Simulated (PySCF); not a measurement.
Ionisation energy of B by level of theory

B [He] 2s2 2p1 (2P) → B⁺ [He] 2s2 (1S), as a difference of total energies. Computed with PySCF 2.14 in aug-cc-pCVTZ-DK (7s6p4d2f, 59 functions), with scalar relativity by spin-free X2C-1e. Correlated levels: valence: 1s2 frozen; valence and next inner shell: nothing frozen. The calculations carry no spin-orbit coupling.

**Question.** Order these methods by the ionisation energy they give, lowest first.
A. PBEsol
B. r2SCAN
C. LDA
D. MP2 (valence)

**Answer.** D (8.261 eV), A (8.550 eV), C (8.637 eV), B (8.758 eV).

Errors of the correlated levels include the incompleteness of this basis and the frozen core.

For comparison: 8.297 eV (measured; NIST levels, between the centres of gravity of the two terms).
